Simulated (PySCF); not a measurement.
Orbital picture of CO

PBE0 at R = 1.125 Å; C def2-TZVP, O def2-TZVP; no relativity (PySCF 2.14). State: ¹Σ⁺ (singlet), closed shell. Only the outer orbitals are listed, counted within each symmetry.

```csv
orbital,occ.,ε (eV),on C (%),main shells (%)
3σ,2,-32.63,30,"63 O s, 16 C s, 12 C p"
4σ,2,-16.29,21,"53 O p, 26 O s, 20 C s"
1π,2,-13.51,28,"71 O p, 26 C p"
1π,2,-13.51,28,"71 O p, 26 C p"
5σ,2,-10.72,93,"57 C s, 35 C p"
2π,0,-0.64,80,"79 C p, 20 O p"
2π,0,-0.64,80,"79 C p, 20 O p"
```

Problem. Which are the highest filled and the lowest empty level, where do they sit, and how wide is the gap?

Solution. Highest filled 5σ at -10.72 eV (in %: 57 C s, 35 C p); lowest empty 2π at -0.64 eV (in %: 79 C p, 20 O p); the gap at PBE0 is 10.08 eV.

```
bond order (Mayer)                             : 2.44
⟨S²⟩                                           : 0.000
charge on C (Mulliken, basis-dependent)        : 0.00
charge on C (Löwdin, basis-dependent)          : -0.25
dipole moment (positive dipole means C(−)O(+)) : 0.12 D
polarisability along the bond                  : 14.7 bohr³
polarisability across the bond                 : 10.5 bohr³
```
